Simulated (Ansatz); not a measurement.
# ClH2OSi radical: a ladder of functionals and wavefunction methods

One table from this session's results is given with a row withheld; the runs are named, their logs left out.

Program: Ansatz 0.2.0, Gaussian basis. Level of theory: functionals in def2-TZVPP, the program's frozen cores in correlated methods. These are calculated values, not measurements.

Levels to be run: LDA (SPW92), PBE-D4, revPBE-D4, BLYP-D4, r2SCAN-D4, B97M-V, PBE0-D4, B3LYP-D4, r2SCANh-D4, r2SCAN0-D4, HSE06-D4, BHLYP-D4, CAM-B3LYP-D4, LC-ωPBE, ωB97X-V, ωB97M-V, B2PLYP, PBE-QIDH; CCSD(T)/def2-SVP; CCSD(T)/def2-TZVPP; CCSD(T)/def2-QZVPP; extrapolation to the limit; RPA on PBE.

## The relaxed structure

An earlier PBE0-D4 in a triple-zeta def2 set relaxation fixed the geometry.

SMILES `O[SiH]Cl`, 5 atoms, charge 0, spin multiplicity 2.

Atoms are counted from 1 here; the program's logs count them from 0.

Bond lengths: O1–Si2 1.639 Å, O1–H4 0.959 Å, Si2–Cl3 2.065 Å, Si2–H5 1.488 Å. Angles: Si2–O1–H4 118.3°, O1–Si2–Cl3 111.1°, O1–Si2–H5 105.3°, Cl3–Si2–H5 108.3°.

Set-up of the first run:

Contents of in.yaml:

```yaml
crystal:
  periodic: [false, false, false]
  atoms:
    - {symbol: O, position_ang: [-0.806120, -0.432037, -0.746534]}
    - {symbol: Si, position_ang: [-0.092285, 0.479808, 0.414012]}
    - {symbol: Cl, position_ang: [1.606550, -0.440829, 1.143627]}
    - {symbol: H, position_ang: [-1.024141, -1.343225, -0.540045]}
    - {symbol: H, position_ang: [0.315996, 1.736283, -0.271051]}
basis:
  gaussian: {orbitals: def2-TZVPP}
magnetization: {spin_polarized: true, initial_magnetization: 1}
hamiltonian: {xc: lda}
output: {orbitals: {seedname: orbitals}}
```

The run is started by

```bash
$ ansatz run in.yaml --threads 2 --pin off --events-out ev --progress --plain --max-ram 32768MiB --backend cpu
```

Steps of the session up to this table: LDA; PBE-D4 (GGA); revPBE-D4 (GGA); BLYP-D4 (GGA); r2SCAN-D4 (meta-GGA); B97M-V (meta-GGA); PBE0-D4 (hybrid); B3LYP-D4 (hybrid); r2SCANh-D4 (hybrid); r2SCAN0-D4 (hybrid); HSE06-D4 (hybrid); BHLYP-D4 (hybrid); CAM-B3LYP-D4 (range-separated); LC-ωPBE (range-separated); ωB97X-V (range-separated); ωB97M-V (range-separated); B2PLYP (double hybrid); PBE-QIDH (double hybrid).

One table of the session follows, with a row left open; its other results are not shown here.

It belongs to the step «Orbital energies across the functionals». 

```
  functional  HOMO (eV)  LUMO (eV)  gap (eV)
 LDA (SPW92)          ?          ?         ?
      PBE-D4      -5.04      -3.36      1.68
   revPBE-D4      -5.03      -3.22      1.81
     BLYP-D4      -4.86      -3.42      1.44
   r2SCAN-D4      -5.42      -2.88      2.55
      B97M-V      -5.13      -3.53      1.60
     PBE0-D4      -6.28      -2.46      3.82
    B3LYP-D4      -6.00      -2.88      3.12
  r2SCANh-D4      -5.87      -2.58      3.29
  r2SCAN0-D4      -6.55      -2.15      4.40
    HSE06-D4      -5.88      -2.84      3.04
    BHLYP-D4      -7.35      -1.70      5.65
CAM-B3LYP-D4      -7.53      -1.60      5.93
     LC-ωPBE      -8.96      -0.14      8.83
     ωB97X-V      -8.45      -0.71      7.74
     ωB97M-V      -8.05      -0.85      7.20
```

Estimate the missing values for LDA (SPW92).

The run gave: HOMO (eV): -5.01; LUMO (eV): -3.80; gap (eV): 1.21. In the column «HOMO (eV)» it lies between revPBE-D4 (-5.03) and BLYP-D4 (-4.86).
